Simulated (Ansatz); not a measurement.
# Isomers

Structures of CH₅AlB, doublet, relaxed at PBE0-D4/def2-TZVP (vibrations not checked; lower isomers may exist, and structures with a doubtful reference or unclear bonds are left out). Ansatz 0.2.0; basis: def2-TZVPP; cores frozen in the correlated methods; orbitals are unrestricted. B3LYP uses VWN-RPA correlation.

(1) Rank them by CCSD(T) energy, lowest first, and give each one's height above the lowest. Links in brackets join atoms within 1.22 times the sum of their covalent radii (1.1 for two metals). (To be estimated.)
A.
CH₅AlB ([CH3][BH][AlH])
```
8
angstrom
C -0.5316 1.0579 -0.2116
B 0.5075 -0.1143 -0.2163
Al 0.2400 -2.0683 0.3834
H -1.4487 0.8964 0.3562
H -0.8120 1.3062 -1.2437
H -0.0439 1.9624 0.1741
H 1.5426 0.0479 -0.8151
H 0.5462 -3.0882 1.5732
```
B.
CH₅AlB ([BH]1[CH2][AlH2]1)
```
8
angstrom
C -0.6255 0.5240 -0.6221
B -0.3821 0.9386 0.7415
Al 0.6358 -0.9704 0.2428
H -1.2797 -0.3092 -0.8894
H -0.4008 1.1785 -1.4662
H -0.0003 1.8391 1.4113
H -0.1571 -2.3384 0.1930
H 2.2097 -0.8624 0.3892
```
C.
CH₅AlB ([BH2][CH][AlH2])
```
8
angstrom
C -0.7322 0.0549 0.2679
B -0.4967 1.4227 0.8168
Al 0.7158 -1.2255 0.0603
H -1.6831 -0.2184 -0.1934
H -0.6970 2.3926 0.1308
H -0.0396 1.6039 1.9131
H 0.5099 -2.4680 -0.9024
H 2.0712 -0.9970 0.8473
```

(2) Do PBE-D4, r2SCAN-D4, PBE0-D4, B3LYP-D4, wB97M-V, HF, MP2 give the same order? (Judge from chemistry; the calculation decides.)

No T1 diagnostic of these runs exceeds 0.029. ⟨S²⟩ of the unrestricted Hartree–Fock references: 0.76 to 0.80 (a pure state has 0.75). The unrestricted reference is spin-contaminated, which hurts MP2 most.

For scale, one of the runs: CCSD(T)/def2-TZVPP, 174 basis functions, launched by `ansatz run in.yaml --threads 2 --pin off --events-out ev --progress --plain --max-ram 4352MiB`. The run took 75 s on 2 CPU threads of an Arm Neoverse V1 (shared host), with 3.5 GiB of host memory at its peak.

Results:

(1) The calculation gives: A (0.00 kcal/mol), B (4.07 kcal/mol), C (5.44 kcal/mol). Heights count from the lowest.

(2) The calculation gives: Lowest first: B3LYP-D4 A < C < B; wB97M-V A < C < B; HF C < A < B. The others agree with CCSD(T).
